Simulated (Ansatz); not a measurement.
Run this with Ansatz's Python interface and show what comes out.

`relaxed_scan_c2h4o.py`
```python
import ansatz
import numpy as np

BASIS_SET = 'def2-SVP'
XC = 'B3LYP'
CHARGE = -1

c2h4o = (
    ansatz.Crystal.molecule()
    .atom('C', (-0.6326, -0.0095, -0.0525))
    .atom('C', (0.8024, 0.3371, 0.305))
    .atom('O', (1.4712, -0.8033, 0.7509))
    .atom('H', (-1.1586, 0.9047, -0.3982))
    .atom('H', (-1.1567, -0.4096, 0.8406))
    .atom('H', (-0.652, -0.7689, -0.8629))
    .atom('H', (1.3263, 0.7495, -0.5829))
)

model = (
    c2h4o.calculation()
    .basis(gaussian=BASIS_SET)
    .functional(XC)
    .charge(CHARGE)
    .spin('collinear', total=1)
)
symbols = [site.symbol for site in c2h4o.cartesian_sites]
pairs = [(0, 1), (0, 3), (0, 4), (0, 5), (1, 2), (1, 6)]
print('held (A)   E (eV)        ', '  '.join(f'{symbols[i]}{i}-{symbols[j]}{j}' for i, j in pairs))
for length in [1.02, 1.11, 1.2, 1.33, 1.5]:
    report = model.relax(constraints=[ansatz.DistanceConstraint((0, 4), at=length)], force_tolerance=0.02, max_steps=60).run(threads=1, pin='off').report
    xyz = np.array(report['positions_ang'])
    print(f'{length:6.2f} {report["free_energy_ev"]:14.5f}  ', '  '.join(f'{np.linalg.norm(xyz[i] - xyz[j]):.3f}' for i, j in pairs))
```

```console
$ python relaxed_scan_c2h4o.py
held (A)   E (eV)         C0-C1  C0-H3  C0-H4  C0-H5  C1-O2  C1-H6
DeckWarning: relax.constraints: the input's atoms, or those drawn, lie off the distances that are held; a relaxation that starts there is brought onto them ahead of its first SCF, by positions alone, an atom by 4.51e-2 Å at the most. With the symmetry detection on, the symmetry is detected on the input's atoms as so [...]
  1.02    -4181.11153   1.526  1.112  1.020  1.138  1.289  1.146
  1.11    -4181.26300   1.522  1.111  1.110  1.137  1.288  1.145
  1.20    -4181.17339   1.513  1.110  1.200  1.134  1.287  1.144
  1.33    -4181.03475   1.481  1.107  1.330  1.108  1.279  1.138
  1.50    -4180.78061   1.450  1.102  1.500  1.102  1.268  1.137
```
(Warnings from the package without file and line, shortened, repeats left out.)

What to keep in mind:
- These settings explore the input space; basis and method may be short of convergence.
- The energies are electronic: no zero-point or thermal terms, and the basis set is short of its limit.
- The run takes the species as open-shell (spin multiplicity 2), which needn't be its ground state.
- b3lyp holds the VWN-RPA fit, as in Gaussian; the form of ORCA and Turbomole is b3lyp5.
- For an odd-electron ion, approximate functionals spread the charge over both fragments and lower the stretched end too much.
- Anions want diffuse functions, which this basis lacks.
- Finished in 110 s on 1 thread of Arm Neoverse V2, with other jobs on the host, peak memory 0.21 GiB.
